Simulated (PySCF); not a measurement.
# trans-1,2-difluoroethene (C2H2F2): NMR shifts at several levels of theory, part 2 of 2

PySCF 2.14.0. Atoms count from 0.

## (11) Nuclear shieldings: PBE0/6-31G*

Job settings and geometry (Å):

```
{"job": {"kind": "nmr", "xc": "PBE0", "basis": "6-31G*", "pop": true}, "charge": 0, "multiplicity": 1}
F      0.830206    -0.601629    -1.435419
C      0.423671     0.210664    -0.466537
C     -0.423676    -0.210666     0.466536
F     -0.830197     0.601633     1.435417
H      0.835043     1.222726    -0.505517
H     -0.835049    -1.222727     0.505520
```

Method: GIAO PBE0/6-31G* NMR shielding, non-relativistic, gas phase.

Log:

```text
coarse grid: 5584 points
cycle   1  E = -276.7141927805  dE =  5.048e-01  |g| = 5.373e-01  |ddm| = 2.316e+00
cycle   2  E = -276.6748850158  dE =  3.931e-02  |g| = 7.393e-01  |ddm| = 8.319e-01
cycle   3  E = -276.7604991645  dE = -8.561e-02  |g| = 5.169e-02  |ddm| = 5.249e-01
cycle   4  E = -276.7610466097  dE = -5.474e-04  |g| = 1.030e-02  |ddm| = 4.653e-02
cycle   5  E = -276.7610730404  dE = -2.643e-05  |g| = 2.181e-03  |ddm| = 1.110e-02
cycle   6  E = -276.7610741099  dE = -1.069e-06  |g| = 9.388e-05  |ddm| = 1.751e-03
final grid: 56368 points
cycle   7  E = -276.7559376320  dE = -1.115e-05  |g| = 6.493e-03  |ddm| = 1.235e-02
cycle   8  E = -276.7559303281  dE =  7.304e-06  |g| = 9.423e-03  |ddm| = 1.055e-02
cycle   9  E = -276.7559460321  dE = -1.570e-05  |g| = 4.993e-04  |ddm| = 6.103e-03
cycle  10  E = -276.7559460889  dE = -5.680e-08  |g| = 5.728e-05  |ddm| = 4.821e-04
cycle  11  E = -276.7559460894  dE = -5.492e-10  |g| = 7.986e-06  |ddm| = 4.476e-05
converged SCF energy = -276.7559460894

GIAO shielding tensors (ppm)
atom      isotropic    diamagn.    paramagn.     s11        s22        s33       span
  0 F      372.837     469.173     -96.335    300.525    360.403    457.583    157.058
  1 C       54.921     251.511    -196.590    -19.035     80.031    103.767    122.802
  2 C       54.921     251.511    -196.590    -19.035     80.031    103.767    122.802
  3 F      372.838     469.173     -96.334    300.526    360.406    457.584    157.058
  4 H       24.888      28.537      -3.649     23.384     23.840     27.441      4.057
  5 H       24.888      28.537      -3.649     23.384     23.840     27.441      4.057
```

Run time: 1.8 s. Hardware: 1 thread, shared host.

Key values: δ C1 139.2, F0 -173.9, H4 7.07 ppm (means over like atoms).

## (12) Shielding tensors: PBE0/6-311+G(2d,p)

The job, as its differences from that of step 11:

```diff
@@ -1,2 +1,2 @@
-{"job": {"kind": "nmr", "xc": "PBE0", "basis": "6-31G*", "pop": true}, "charge": 0, "multiplicity": 1}
+{"job": {"kind": "nmr", "xc": "PBE0", "basis": "6-311+G(2d,p)", "pop": true}, "charge": 0, "multiplicity": 1}
 F      0.830206    -0.601629    -1.435419
```

With the program's defaults for keys left out, this is: GIAO PBE0/6-311+G(2d,p) NMR shielding, non-relativistic, gas phase.

Log:

```text
coarse grid: 5584 points
cycle   1  E = -276.8099148141  dE =  5.135e-01  |g| = 5.107e-01  |ddm| = 2.021e+00
cycle   2  E = -276.7715724673  dE =  3.834e-02  |g| = 7.299e-01  |ddm| = 6.071e-01
cycle   3  E = -276.8481761128  dE = -7.660e-02  |g| = 5.749e-02  |ddm| = 3.496e-01
cycle   4  E = -276.8487073458  dE = -5.312e-04  |g| = 8.126e-03  |ddm| = 3.707e-02
cycle   5  E = -276.8487208287  dE = -1.348e-05  |g| = 3.412e-03  |ddm| = 8.923e-03
cycle   6  E = -276.8487233050  dE = -2.476e-06  |g| = 1.822e-04  |ddm| = 2.434e-03
final grid: 56368 points
cycle   7  E = -276.8578387801  dE = -2.768e-05  |g| = 4.280e-03  |ddm| = 2.331e-02
cycle   8  E = -276.8578370371  dE =  1.743e-06  |g| = 5.576e-03  |ddm| = 5.355e-03
cycle   9  E = -276.8578427831  dE = -5.746e-06  |g| = 8.203e-04  |ddm| = 2.810e-03
cycle  10  E = -276.8578428817  dE = -9.864e-08  |g| = 1.278e-04  |ddm| = 4.901e-04
cycle  11  E = -276.8578428841  dE = -2.415e-09  |g| = 1.247e-05  |ddm| = 8.804e-05
cycle  12  E = -276.8578428841  dE = -1.944e-11  |g| = 1.109e-06  |ddm| = 1.159e-05
converged SCF energy = -276.8578428841

GIAO shielding tensors (ppm)
atom      isotropic    diamagn.    paramagn.     s11        s22        s33       span
  0 F      369.496     468.627     -99.131    301.016    361.686    445.787    144.771
  1 C       35.459     251.513    -216.055    -48.147     63.657     90.866    139.014
  2 C       35.459     251.513    -216.054    -48.147     63.657     90.867    139.014
  3 F      369.497     468.627     -99.130    301.017    361.688    445.787    144.771
  4 H       24.092      28.962      -4.871     22.037     23.152     27.085      5.048
  5 H       24.092      28.962      -4.871     22.037     23.152     27.085      5.048
```

It took 3.8 s on 1 thread, shared host.

This run: δ C1 151.0, F0 -194.7, H4 7.42 ppm (means over like atoms).

## (13) NMR shieldings: PBE0/def2-SVP

The job, as its differences from that of step 12:

```diff
@@ -1,2 +1,2 @@
-{"job": {"kind": "nmr", "xc": "PBE0", "basis": "6-311+G(2d,p)", "pop": true}, "charge": 0, "multiplicity": 1}
+{"job": {"kind": "nmr", "xc": "PBE0", "basis": "def2-SVP", "pop": true}, "charge": 0, "multiplicity": 1}
 F      0.830206    -0.601629    -1.435419
```

Method: GIAO PBE0/def2-SVP NMR shielding, non-relativistic, gas phase.

Log:

```text
coarse grid: 5584 points
cycle   1  E = -276.4732340820  dE =  4.775e-01  |g| = 5.320e-01  |ddm| = 2.522e+00
cycle   2  E = -276.4332726510  dE =  3.996e-02  |g| = 7.297e-01  |ddm| = 9.355e-01
cycle   3  E = -276.5184629522  dE = -8.519e-02  |g| = 5.209e-02  |ddm| = 5.770e-01
cycle   4  E = -276.5189770857  dE = -5.141e-04  |g| = 7.846e-03  |ddm| = 4.009e-02
cycle   5  E = -276.5189918811  dE = -1.480e-05  |g| = 2.707e-03  |ddm| = 1.001e-02
cycle   6  E = -276.5189935216  dE = -1.641e-06  |g| = 1.039e-04  |ddm| = 2.363e-03
final grid: 56368 points
cycle   7  E = -276.5556338197  dE = -1.249e-05  |g| = 5.287e-03  |ddm| = 1.256e-02
cycle   8  E = -276.5556293841  dE =  4.436e-06  |g| = 7.476e-03  |ddm| = 9.021e-03
cycle   9  E = -276.5556396178  dE = -1.023e-05  |g| = 5.115e-04  |ddm| = 5.338e-03
cycle  10  E = -276.5556396731  dE = -5.529e-08  |g| = 4.722e-05  |ddm| = 5.004e-04
cycle  11  E = -276.5556396735  dE = -3.795e-10  |g| = 5.112e-06  |ddm| = 3.564e-05
converged SCF energy = -276.5556396735

GIAO shielding tensors (ppm)
atom      isotropic    diamagn.    paramagn.     s11        s22        s33       span
  0 F      374.116     468.297     -94.181    295.492    361.539    465.317    169.825
  1 C       50.607     252.060    -201.453    -28.883     76.672    104.032    132.915
  2 C       50.608     252.060    -201.453    -28.882     76.672    104.033    132.915
  3 F      374.117     468.297     -94.180    295.493    361.542    465.317    169.824
  4 H       24.330      29.987      -5.658     22.815     22.978     27.196      4.381
  5 H       24.330      29.987      -5.658     22.815     22.978     27.196      4.381
```

It took 2 s on 1 thread, shared host.

This run: δ C1 143.1, F0 -159.5, H4 7.01 ppm (means over like atoms).

## (14) Shielding tensors: PBE0/def2-TZVP

The job, as its differences from that of step 13:

```diff
@@ -1,2 +1,2 @@
-{"job": {"kind": "nmr", "xc": "PBE0", "basis": "def2-SVP", "pop": true}, "charge": 0, "multiplicity": 1}
+{"job": {"kind": "nmr", "xc": "PBE0", "basis": "def2-TZVP", "pop": true}, "charge": 0, "multiplicity": 1}
 F      0.830206    -0.601629    -1.435419
```

Level: GIAO PBE0/def2-TZVP NMR shielding, non-relativistic, gas phase.

Log:

```text
coarse grid: 5584 points
cycle   1  E = -276.8442588887  dE =  5.084e-01  |g| = 5.183e-01  |ddm| = 1.967e+00
cycle   2  E = -276.8063339614  dE =  3.792e-02  |g| = 7.364e-01  |ddm| = 6.473e-01
cycle   3  E = -276.8834859421  dE = -7.715e-02  |g| = 5.755e-02  |ddm| = 4.039e-01
cycle   4  E = -276.8840380448  dE = -5.521e-04  |g| = 1.014e-02  |ddm| = 3.894e-02
cycle   5  E = -276.8840602207  dE = -2.218e-05  |g| = 3.562e-03  |ddm| = 9.658e-03
cycle   6  E = -276.8840628516  dE = -2.631e-06  |g| = 1.988e-04  |ddm| = 2.805e-03
final grid: 56368 points
cycle   7  E = -276.8867371740  dE = -4.154e-05  |g| = 4.426e-03  |ddm| = 2.392e-02
cycle   8  E = -276.8867355533  dE =  1.621e-06  |g| = 5.543e-03  |ddm| = 5.365e-03
cycle   9  E = -276.8867412461  dE = -5.693e-06  |g| = 8.850e-04  |ddm| = 2.855e-03
cycle  10  E = -276.8867413549  dE = -1.088e-07  |g| = 1.387e-04  |ddm| = 6.184e-04
cycle  11  E = -276.8867413580  dE = -3.085e-09  |g| = 1.296e-05  |ddm| = 1.017e-04
cycle  12  E = -276.8867413580  dE = -2.217e-11  |g| = 1.687e-06  |ddm| = 9.028e-06
converged SCF energy = -276.8867413580

GIAO shielding tensors (ppm)
atom      isotropic    diamagn.    paramagn.     s11        s22        s33       span
  0 F      368.320     466.228     -97.909    298.255    358.436    448.267    150.012
  1 C       34.687     251.505    -216.818    -48.688     63.406     89.344    138.032
  2 C       34.688     251.505    -216.818    -48.688     63.406     89.344    138.032
  3 F      368.321     466.228     -97.907    298.256    358.439    448.268    150.012
  4 H       24.084      29.386      -5.302     22.019     23.154     27.078      5.059
  5 H       24.084      29.386      -5.302     22.019     23.154     27.078      5.059
```

Run time: 4.7 s. Hardware: 1 thread, shared host.

In short: δ C1 152.0, F0 -189.5, H4 7.40 ppm (means over like atoms).

## (15) Side by side: NMR shifts

Shifts (ppm), means over like atoms, with basis size and wall time (the measured row can stand on another reference than the computed rows):

| run | C1 | H4 | F0 | functions | time |
| --- | --- | --- | --- | --- | --- |
| WP04/pcSseg-2 | 158.2 | 7.20 | -181.1 | 172 | 5.6 s |
| B97-2/pcSseg-2 | 154.0 | 7.43 | -189.5 | 172 | 5.5 s |
| BHandHLYP/pcSseg-2 | 157.2 | 7.53 | -184.0 | 172 | 5.4 s |
| CAM-B3LYP/pcSseg-2 | 160.4 | 7.60 | -189.3 | 172 | 7.5 s |
| wB97X-D/pcSseg-2 | 157.8 | 7.45 | -185.5 | 172 | 7 s |
| LC-wPBE/pcSseg-2 | 162.5 | 7.52 | -175.1 | 172 | 9 s |
| PBE0/STO-3G | 114.8 | 5.49 | -53.7 | 22 | 0.8 s |
| PBE0/6-31G | 143.3 | 7.38 | -184.1 | 40 | 1.4 s |
| PBE0/6-31G* | 139.2 | 7.07 | -173.9 | 60 | 1.8 s |
| PBE0/6-311+G(2d,p) | 151.0 | 7.42 | -194.7 | 120 | 3.8 s |
| PBE0/def2-SVP | 143.1 | 7.01 | -159.5 | 66 | 2 s |
| PBE0/def2-TZVP | 152.0 | 7.40 | -189.5 | 136 | 4.7 s |
| measured | – | – | -186.3 | – | – |

Measured: G. Saielli, R. Bini, A. Bagno, Computational 19F NMR. 2. Organic compounds, RSC Adv. 2014, ESI (exp. from Berger-Braun-Kalinowski 1994 and Everett 1995).

## (16) Results

What follows sums up all 2 parts.

| quantity | value |
| --- | --- |
| point group | C2h |
| rotational constants (main isotopes) | 58.08, 4.04, 3.78 GHz |
| 13C shifts against TMS (WP04/pcSseg-2, means over atoms taken as alike) | 158.2 ppm |
| 1H shifts against TMS (WP04/pcSseg-2, means over atoms taken as alike) | 7.20 ppm |
| 19F shifts against CFCl3 (WP04/pcSseg-2, means over atoms taken as alike) | -181.1 ppm |
| measured, and computed on the same scale | F0 δ -186.3, -181.1 ppm |
| range of the shift of F0 | -194.7 to -53.7 ppm |
| property runs in this session | 12, of which 0 failed and 1 gave unsound results |

In words: Single values in the summary come from the first run of each kind that ended normally (WP04/pcSseg-2), which need not be the best level. Over 5 steps the energy fell by 0.036 eV; of the close pairs, C2–F3 changed most, 1.345 to 1.328 Å. At WP04/pcSseg-2: Shielding is most anisotropic at C1, C2 (span 144 ppm, paramagnetic term -236 ppm). The one measured 19F shift is missed by +5.2 ppm (computed less measured, unscaled). Vibration, temperature and solvent are missing from the calculation, so part of the miss against the measured shifts is not the functional's. In ppm, F0 (with its like atoms) moves most: its shift spreads over 141.1 ppm, from -194.7 (PBE0/6-311+G(2d,p)) to -53.7 (PBE0/STO-3G). A minimal basis is unusable for shieldings, so that end is no result. Most of that comes from the computed reference, not from the atom's own shielding. For the one measured 19F shift, wB97X-D/pcSseg-2 misses least (0.83 ppm, 7 s) and PBE0/STO-3G most (132.62 ppm, 0.8 s). One molecule ranks no method: errors cancel, and vibration and temperature are missing from all runs.
